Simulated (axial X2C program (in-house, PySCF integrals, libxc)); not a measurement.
Estimating the spin–orbit splitting of the π levels of F₂

All values were computed with an in-house relativistic program for diatomic molecules. Spin-free means the one-electron spin-free X2C Hamiltonian; two-component (2c) means X2C with spin–orbit coupling and atomic mean-field two-electron Coulomb and Gaunt terms, so the difference of the two also holds small scalar two-electron terms. Basis: F dyall-av3z [7s6p3d2f] (cores contracted in-house); Gaussian nuclei, density fitting, unrestricted open shells. Masses: F 18.998 u.

Hartree–Fock at 1.380 Å, closed shell. Valence p splittings ε(p3/2) − ε(p1/2) of spherical Dirac–Hartree–Fock atoms with fractionally filled p shells: F 2p 0.072 eV.

```tsv
filled π level (eV), spin-free	F p share
-17.96	0.94
```

In first order a p shell splits by 3ζ/2 and a π orbital by ζ. Estimate the splitting of each π level from the shares.

level -17.96 eV: (2/3) × (0.94 × 0.072) = 0.05 eV.

The two-component Hartree–Fock calculation gives:

| ε(ω = 1/2) (eV) | σ share of it | ε(ω = 3/2) (eV) | splitting (eV) | estimate (eV) |
| --- | --- | --- | --- | --- |
| -17.979 | 0.00 | -17.929 | 0.05 | 0.05 |

The estimate leaves out the mixing of π1/2 with σ1/2 levels, which pushes the ω = 1/2 spinor up or down, the d and f parts of the orbital, small shares of the strongly split outer-core p shell of a metal, the Gaunt term (absent from the atomic values), and the change of the atomic p orbitals with charge; Löwdin shares depend on the basis.
